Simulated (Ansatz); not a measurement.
C$_{2}$H$_{5}$Si, SMILES `[CH]=C[SiH3]` radical. The species carries charge 0 and has multiplicity 2.

Cartesian coordinates in Å:
```
C 0.596 -1.453 0.681
C 0.563 -0.162 0.514
Si -0.651 0.660 -0.644
H 1.145 -2.196 1.245
H 1.267 0.476 1.064
H 0.084 1.425 -1.687
H -1.500 1.620 0.112
H -1.505 -0.369 -1.285
```

Q: List the harmonic frequencies (cm⁻¹, unscaled) at PBE0-D4/def2-TZVP in Ansatz. (Estimate.)

A: The calculation gave: 123, 250, 459, 613, 673, 712, 854, 854, 923, 938, 951, 1154, 1657, 2220, 2220, 2249, 3026, 3237.

Q: Is this a minimum?

A: Yes, all 18 modes are real.

Q: Give the ideal-gas thermochemistry at 298.15 K and 1 bar (rigid rotor, harmonic oscillator; point group Cs, symmetry number 1).

A: Zero-point energy 138.3 kJ/mol; H(298) − E = 153.7 kJ/mol; entropy 293.0 J/(mol·K), of which translation 159.3, rotation 97.1, vibration 30.8, electronic 5.8; G(298) − E = 66.4 kJ/mol.

Q: And at 400, 500, 600, 800 and 1000 K?

A: 
```tsv
T (K)	H − E (kJ/mol)	S (J/mol/K)	G − E (kJ/mol)
400	162.5	318.1	35.2
500	172.5	340.4	2.3
600	183.7	360.8	-32.8
800	208.7	396.8	-108.7
1000	236.5	427.7	-191.2
```
